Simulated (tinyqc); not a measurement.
Worked calculation: MP2 on RHF in the sto-3g basis, for HF, spin multiplicity 1. One step of it, computed by the program tinyqc.

Task: Second-order Moller-Plesset energy. E2 = sum_ijab (ia|jb) [2 (ia|jb) - (ib|ja)] / (e_i + e_j - e_a - e_b) over occupied i, j and virtual a, b; the opposite-spin part is (ia|jb)^2 / denominator, the rest is same-spin, and SCS-MP2 scales them by 6/5 and 1/3.

orbital energies (hartree): MO1 -25.920140, MO2 -1.423616, MO3 -0.513607, MO4 -0.462339, MO5 -0.462339, MO6 0.425015

Two-electron integrals over orbitals (pq|rs), unique and non-zero (hartree):
```
(11|11) 5.363981    (21|11) -0.517723   (21|21) 0.078816    (22|11) 1.224339
(22|21) -0.022062   (22|22) 0.866488    (31|11) 0.117546    (31|21) -0.017085
(31|22) 0.008208    (31|31) 0.018702    (32|11) -0.130211   (32|21) 0.006046
(32|22) -0.041880   (32|31) 0.020665    (32|32) 0.142979    (33|11) 0.918294
(33|21) -0.009044   (33|22) 0.711569    (33|31) -0.002892   (33|32) -0.022432
(33|33) 0.700150    (41|41) 0.029552    (42|41) 0.039857    (42|42) 0.187274
(43|41) -0.008253   (43|42) -0.032397   (43|43) 0.038443    (44|11) 1.264021
(44|21) -0.014923   (44|22) 0.890454    (44|31) 0.003452    (44|32) -0.071260
(44|33) 0.699880    (44|44) 0.997514    (51|51) 0.029552    (52|51) 0.039857
(52|52) 0.187274    (53|51) -0.008253   (53|52) -0.032397   (53|53) 0.038443
(54|54) 0.053770    (55|11) 1.264021    (55|21) -0.014923   (55|22) 0.890454
(55|31) 0.003452    (55|32) -0.071260   (55|33) 0.699880    (55|44) 0.889973
(55|55) 0.997514    (61|11) 0.123403    (61|21) -0.019817   (61|22) 0.002307
(61|31) -0.011385   (61|32) -0.023866   (61|33) 0.007352    (61|44) 0.003530
(61|55) 0.003530    (61|61) 0.021392    (62|11) -0.179771   (62|21) 0.004519
(62|22) -0.098726   (62|31) -0.020000   (62|32) -0.069022   (62|33) -0.025059
(62|44) -0.097058   (62|55) -0.097058   (62|61) 0.018199    (62|62) 0.092268
(63|11) -0.403701   (63|21) 0.006837    (63|22) -0.217274   (63|31) 0.001656
(63|32) 0.086952    (63|33) -0.101478   (63|44) -0.232088   (63|55) -0.232088
(63|61) -0.005365   (63|62) 0.042996    (63|63) 0.216367    (64|41) -0.008036
(64|42) -0.032577   (64|43) -0.020452   (64|64) 0.029754    (65|51) -0.008036
(65|52) -0.032577   (65|53) -0.020452   (65|65) 0.029754    (66|11) 0.854075
(66|21) -0.009067   (66|22) 0.651484    (66|31) 0.011768    (66|32) 0.053065
(66|33) 0.657341    (66|44) 0.632849    (66|55) 0.632849    (66|61) -0.008063
(66|62) -0.058140   (66|63) -0.022705   (66|66) 0.688289
```

Hartree-Fock energy = -98.53944244 hartree

Give: Terms; Pair energies; MP2 correlation energy; SCS-MP2 correlation energy; MP2 total energy.

Result:

Terms:
```
i  j  a  b  (ia|jb)  (ib|ja)  denominator       term
3  3  6  6   0.2164   0.2164      -1.8772    -0.0249
2  2  6  6   0.0923   0.0923      -3.6973    -0.0023
2  3  6  6   0.0430   0.0430      -2.7873    -0.0007
3  2  6  6   0.0430   0.0430      -2.7873    -0.0007
5  5  6  6   0.0298   0.0298      -1.7747  -4.99e-04
4  4  6  6   0.0298   0.0298      -1.7747  -4.99e-04
1  2  6  6   0.0182   0.0182     -28.1938  -1.17e-05
2  1  6  6   0.0182   0.0182     -28.1938  -1.17e-05
1  1  6  6   0.0214   0.0214     -52.6903  -8.68e-06
3  1  6  6  -0.0054  -0.0054     -27.2838  -1.05e-06
1  3  6  6  -0.0054  -0.0054     -27.2838  -1.05e-06
```

Pair energies (hartree; pair i-j sums ij and ji):
```
pair  opposite spin  same spin
1-1       -8.68e-06     0.0000
2-1       -2.35e-05     0.0000
2-2         -0.0023     0.0000
3-1       -2.11e-06     0.0000
3-2         -0.0013     0.0000
3-3         -0.0249     0.0000
4-4       -4.99e-04     0.0000
5-5       -4.99e-04     0.0000
```

MP2 correlation energy = -0.029599 hartree

SCS-MP2 correlation energy = -0.035519 hartree

MP2 total energy = -98.569041 hartree
